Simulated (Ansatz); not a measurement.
# CN (sextet): from Hartree-Fock to the top rungs, cc-pVTZ

An exercise on one series of results from a longer session: the logs are not shown, and one member is left open.

The runs use Ansatz 0.2.0, Gaussian basis; cc-pVTZ, core rule «outside noble gas», up to 2 orbitals frozen.

The runs, in order: UHF; CCSD(T) on ROHF; CCSD(T) on UHF; BCCD(T) on ROHF; CISD as a restricted active space (open shells left free, so some higher excitations enter); CCSDT(Q) on ROHF; CCSDT(Q) on UHF; CASSCF and MRCISD+Q, 9 electrons in 8 orbitals; CASSCF and NEVPT2, 9 electrons in 8 orbitals.

15 further runs of the same task are left out: 1 for a known fault of the program, 5 that didn't finish, 9 set aside as unsound or not needed. Runs told in other sessions of the task aren't counted.

## The system

The geometry is a PBE0/def2-TZVP stationary point (not a proven minimum) of the parent state, kept for this charge and spin.

2 atoms, charge 0, spin multiplicity 6.

Atoms are counted from 1 here; the program's logs count them from 0.

Bond lengths: N1–C2 1.339 Å.

As a file:

```xyz
2
charge 0, multiplicity 6
N     0.00000    0.00000    0.00000
C     0.00000    0.00000    1.33948
```

Set-up of the first run:

in.yaml

```yaml
crystal:
  periodic: [false, false, false]
  atoms:
    - {symbol: N, position_ang: [0.000000, 0.000000, 0.000000]}
    - {symbol: C, position_ang: [0.000000, 0.000000, 1.339482]}
basis:
  gaussian: {orbitals: cc-pVTZ}
magnetization: {spin_polarized: true, initial_magnetization: 5}
hamiltonian: {xc: hf}
output: {orbitals: {seedname: orbitals}}
```

Command:

```console
$ ansatz run in.yaml --threads 1 --pin off --events-out ev --progress --plain --max-ram 2393MiB
```

Among the steps run: UHF; CCSD(T) on ROHF; CCSD(T) on UHF; BCCD(T) on ROHF; CISD as a restricted active space (open shells left free, so some higher excitations enter); CCSDT(Q) on ROHF; CCSDT(Q) on UHF; CASSCF and MRCISD+Q, 9 electrons in 8 orbitals; CASSCF and NEVPT2, 9 electrons in 8 orbitals.

One table of the session follows, with a row left open; its other results are not shown here.

```
          method  from UCCSDT(Q) (meV)
            ROHF                     ?
             UHF               +5766.8
            RMP2                +918.7
            UMP2                +944.2
            CISD                +350.8
           RCCSD                +203.6
           UCCSD                +197.4
        RCCSD(T)                 +32.9
        UCCSD(T)                 +29.2
         BCCD(T)                 +32.6
          RCCSDT                  +9.8
          UCCSDT                  +5.5
       RCCSDT(Q)                  +4.9
       UCCSDT(Q)                     0
  CASSCF valence               +5298.0
  NEVPT2 valence                +993.1
  MRCISD valence                +363.5
MRCISD+Q valence                 +86.7
```

Estimate the missing values for ROHF.

The run gave: from UCCSDT(Q) (meV): +5973.2. In the column «from UCCSDT(Q) (meV)» it is the highest.

To keep in mind: Restricted and unrestricted rows rest on different reference determinants; a gap between their highest levels can come from leftover correlation error, from unlike frozen cores or from another state.
